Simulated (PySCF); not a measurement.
## C₂H₄, SMILES `C=C` (charge 0, multiplicity 1)

All values below come from TPSSh-D3(BJ)/def2-TZVP // BP86-D3(BJ)/def2-SVP (PySCF).

```json
{
 "HOMO": "-7.14 eV",
 "dipole_moment": "0.00 D",
 "LUMO": "-0.40 eV",
 "HOMO–LUMO gap": "6.74 eV",
 "total_energy": "-78.6258 Ha",
 "cost": "roughly 50 core-seconds"
}
```

Bonds (Å): C1–C2 1.342, C1–H3 1.103, C1–H4 1.103, C2–H5 1.103, C2–H6 1.103. Angles (°): C2–C1–H3 121.7, C2–C1–H4 121.7, H3–C1–H4 116.5, C1–C2–H5 121.7, C1–C2–H6 121.7, H5–C2–H6 116.5.
